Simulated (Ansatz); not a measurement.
Li₃H₂. Total charge 0; doublet. Geometry PBE-D4/def2-TZVP, basis def2-TZVP, Ansatz.

```xyz
5

Li    0.8665   -0.4339    1.0769
Li    0.4132    1.0630   -0.7136
Li   -1.2641   -0.5797   -0.3994
H    -0.5811    0.7052    0.7734
H     0.5655   -0.7546   -0.7372
```

```
run  HOMO (eV)  LUMO (eV)
  A      -2.58      -1.64
  B      -2.40      -2.00
  C      -2.81      -1.52
  D      -2.43      -1.81
  E      -4.12      -0.22
```

LC-ωPBE has ω = 0.4 bohr⁻¹. Another isomer (doublet) lies 0.62 eV lower at PBE0-D4/def2-TZVP; other spin states weren't run for this one.

HOMO and LUMO are taken over both spins.

The runs used LC-ωPBE, PBE, PBE0, r2SCAN, r2SCANh. Estimate which is which.

A r2SCANh (10 % exact exchange); B PBE (0 % exact exchange); C PBE0 (25 % exact exchange); D r2SCAN (0 % exact exchange); E LC-ωPBE (range-separated). Exact exchange lowers occupied and raises empty levels; among semilocal functionals meta-GGAs tend to open the gap a little, and such runs are hard to tell apart. The gap grows from 0.41 eV (PBE) to 3.90 eV (LC-ωPBE).
